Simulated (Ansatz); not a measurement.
Tetragonal perovskite BaTiO₃ (room-temperature form, which distorts further on cooling) was calculated with PBE+SOC (Ansatz, a quantum-chemistry and plane-wave program, PAW).

Settings: plane-wave cutoff 520 eV, 8×8×8 k mesh, Fermi–Dirac smearing 0.01 eV, PAW data made under PBE.

Cell (measured lattice):

```
BaTiO3
1.0
    3.99400     0.00000     0.00000
    0.00000     3.99400     0.00000
    0.00000     0.00000     4.03400
Ba Ti O
1 1 3
Cartesian
  0.00000   0.00000   0.01281
  1.99700   1.99700   2.08971
  1.99700   1.99700   3.92682
  0.00000   1.99700   1.95521
  1.99700   0.00000   1.95521
```

Task: Estimate the band gap and smallest direct gap on the k points sampled that the calculation returns.

Result: 
band gap: 1.87 eV (indirect)
smallest direct gap on the k points sampled: 2.17 eV

Note: cell and atoms aren't relaxed at this level (largest force component 0.08 eV/Å, pressure 3.4 GPa).

Computed values are for the static lattice.

Cost on a shared machine: about 3.0 core-minutes (a rough figure).
